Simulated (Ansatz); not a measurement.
This script makes a ladder of basis sets of ClSi with the Ansatz DFT code, driven from Python.

`basis.py`
```python
"""Basis-set convergence for ClSi."""

import argparse

import ansatz

parser = argparse.ArgumentParser(description="Basis-set convergence for ClSi.")
parser.add_argument("--level", default="mp2", help="wavefunction method")
args = parser.parse_args()

GEOMETRY = """
Si    0.00000    0.00000    0.00000
Cl    0.00000    0.00000    2.08500
"""

geometry = ansatz.Crystal.molecule()
for line in GEOMETRY.strip().splitlines():
    symbol, *xyz = line.split()
    geometry = geometry.atom(symbol, [float(v) for v in xyz])

calc = (
    geometry.calculation()
    .correlation(args.level)
    .spin("collinear", total=1)
)

energies = {}
for basis in ["aug-cc-pVDZ", "aug-cc-pVTZ"]:
    summary = calc.basis(gaussian=basis).run().report
    size = summary["n_frozen"] + summary["n_occupied"][0] + summary["n_virtual"][0]
    energies[basis] = (summary["reference_energy_ev"] / 27.211386246, summary["free_energy_ev"] / 27.211386246)
    print(f"{basis:14s} {size:4d} orbitals  reference {energies[basis][0]:14.6f} Ha  total {energies[basis][1]:14.6f} Ha")

# correlation energy at the basis limit from E(X) = E + A / X^3
small, large = (energies[b][1] - energies[b][0] for b in ("aug-cc-pVDZ", "aug-cc-pVTZ"))
limit = (3 ** 3 * large - 2 ** 3 * small) / (3 ** 3 - 2 ** 3)
print(f"correlation energy: {small:.6f} and {large:.6f} Ha, extrapolated {limit:.6f} Ha")
print(f"share caught by the larger set: {100 * large / limit:.1f} %")
```

How far does the total energy move along this ladder of basis sets?

Against aug-cc-pVDZ: aug-cc-pVTZ -83.7 mHa. The last step alone is -83.65 mHa. From the first set to the last the time grows from 0.9 to 2.2 s.

The run itself:

```console
$ python basis.py
aug-cc-pVDZ      54 orbitals  reference    -748.430044 Ha  total    -748.637096 Ha
aug-cc-pVTZ     100 orbitals  reference    -748.454196 Ha  total    -748.720749 Ha
correlation energy: -0.207051 and -0.266554 Ha, extrapolated -0.291607 Ha
share caught by the larger set: 91.4 %
```

What to keep in mind:
- These settings explore the input space; basis and method may be short of convergence.
- The geometry is a force-field or estimated start, not a minimum of this method, and the last set is no limit. Much of the fall in a total is atomic energy, which cancels in bond and reaction energies.
- The species is open-shell (spin multiplicity 2).
- Inner cores stay frozen, so this is valence correlation.
- For Al to Cl the sets with a tight d function, cc-pV(X+d)Z, are usual.
- The spin state was assumed, and another may lie lower.
- An extrapolation from small basis sets is rough.
- It ran for 3.6 s on 1 thread of Arm Neoverse V1, on a shared host, peak memory 0.22 GiB.
